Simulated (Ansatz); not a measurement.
The input, for Ansatz 0.2.0:

```yaml
crystal:
  periodic: [false, false, false]
  atoms:
    - {symbol: Al, position_ang: [0.300001, -0.363439, 1.922431]}
    - {symbol: H, position_ang: [0.000001, -0.413439, 1.922431]}
    - {symbol: H, position_ang: [-0.000001, 1.237561, 1.922431]}
    - {symbol: H, position_ang: [-0.000002, 1.508289, -0.334770]}
    - {symbol: H, position_ang: [0.000002, -1.565581, -0.334771]}
basis:
  gaussian: {orbitals: cc-pVDZ}
total_charge: 1
correlation: {method: fic_mrcisd_q_relaxed, electrons: valence, active_space: {window: {electrons: 2, orbitals: 7}}}
scf: {lower_state_search: off}
```

```sh
$ ansatz run in.yaml --threads 1 --pin off --events-out ev --progress --plain --max-ram 2393MiB
```

Question: How does this run end?

Answer: Converged. The input was made wrong on purpose (atoms on top of each other), so the run isn't a sound calculation of what was asked.
```
these checks for a lower state are left out or cut short: stability, starts, cluster_reference, orbital_swaps, neighbouring_geometries, increment
352 factors; integrals over basis functions are off by at most 1.5e-3 eV
mean field evaluation 1: about -6471.4756 eV, gradient 1.2e1 eV
mean field evaluation 2: about -6471.4778 eV, gradient 1.2e1 eV
mean field evaluation 4: about -6472.0108 eV, gradient 1.0e0 eV
mean field evaluation 8: about -6472.0212 eV, gradient 5.2e-2 eV
mean field -6472.02132177 eV, -237.8423966814 hartree, gradient 1.5e-6 eV, S^2 0.000000; 0 other end points of the search recorded, 0 dependent functions left out
reference -6472.02132177 eV, -237.8423966814 hartree; 8, 8 occupied and 30, 30 virtual orbitals, 352 factors
state -6475.21029655 eV, -237.9595893431 hartree
contracted CI cycle   1: correlation 0.00000000 eV, 0.0000000000 hartree, residual 9.54e0 eV
contracted CI cycle   2: correlation -2.06539911 eV, -0.0759020173 hartree, residual 2.51e0 eV
contracted CI cycle   3: correlation -2.22346973 eV, -0.0817110054 hartree, residual 1.05e0 eV
contracted CI cycle   4: correlation -2.25138010 eV, -0.0827366926 hartree, residual 5.09e-1 eV
contracted CI cycle   5: correlation -2.25773410 eV, -0.0829701979 hartree, residual 2.93e-1 eV
contracted CI cycle   6: correlation -2.26012405 eV, -0.0830580270 hartree, residual 1.71e-1 eV
contracted CI cycle   7: correlation -2.26098178 eV, -0.0830895478 hartree, residual 9.93e-2 eV
contracted CI cycle   8: correlation -2.26124721 eV, -0.0830993022 hartree, residual 5.39e-2 eV
contracted CI cycle   9: correlation -2.26131576 eV, -0.0831018214 hartree, residual 2.70e-2 eV
contracted CI cycle  10: correlation -2.26133148 eV, -0.0831023991 hartree, residual 1.23e-2 eV
contracted CI cycle  11: correlation -2.26133455 eV, -0.0831025118 hartree, residual 5.15e-3 eV
contracted CI cycle  12: correlation -2.26133519 eV, -0.0831025353 hartree, residual 2.55e-3 eV
contracted CI cycle  13: correlation -2.26133535 eV, -0.0831025413 hartree, residual 1.42e-3 eV
contracted CI cycle  14: correlation -2.26133540 eV, -0.0831025432 hartree, residual 8.61e-4 eV
state -6475.21029655 eV, -237.9595893431 hartree; corrected -6477.69263897 eV, -238.0508137442 hartree
WARN: 4 active orbitals are nearly empty or full. The corrections depend on them more than the energy does, and are more stable in an active space without them
Total energy: -6477.69263897 eV, -238.0508137442 hartree
Checks for a lower state left out: stability, starts, cluster_reference, orbital_swaps, neighbouring_geometries, increment
```
